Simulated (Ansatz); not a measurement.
A run of Ansatz (development build ahead of 0.2.0) on doublet C4H4N at this shape:

```xyz
9

N     0.0000    0.0000    1.1187
C     0.0000    1.1245    0.3336
C     0.0000   -1.1245    0.3336
C     0.0000    0.7084   -0.9838
C     0.0000   -0.7084   -0.9838
H     0.0000    2.1129    0.7705
H     0.0000   -2.1129    0.7705
H     0.0000    1.3573   -1.8491
H     0.0000   -1.3573   -1.8491
```

Its results:

```
Converged                       : yes
Total energy                    : -208.25141 hartree
Spin squared of the determinant : 1.057
Stability test                  : minimum
```

(1) Which input gives this output? Name the method, the orbitals and the basis set, and write the input.

Results:

(1) UHF in def2-TZVP.

```yaml
crystal:
  periodic: [false, false, false]
  atoms:
    - { symbol: "N", position_ang: [0.0, 0.0, 1.1187] }
    - { symbol: C, position_ang: [0.0, 1.1245, 0.3336] }
    - { symbol: C, position_ang: [0.0, -1.1245, 0.3336] }
    - { symbol: C, position_ang: [0.0, 0.7084, -0.9838] }
    - { symbol: C, position_ang: [0.0, -0.7084, -0.9838] }
    - { symbol: H, position_ang: [0.0, 2.1129, 0.7705] }
    - { symbol: H, position_ang: [0.0, -2.1129, 0.7705] }
    - { symbol: H, position_ang: [0.0, 1.3573, -1.8491] }
    - { symbol: H, position_ang: [0.0, -1.3573, -1.8491] }
basis:
  gaussian: { orbitals: def2-TZVP }
magnetization:
  spin_polarized: true
  initial_magnetization: 1
hamiltonian:
  xc: hf
```

Caution: the unrestricted determinant is spin contaminated.
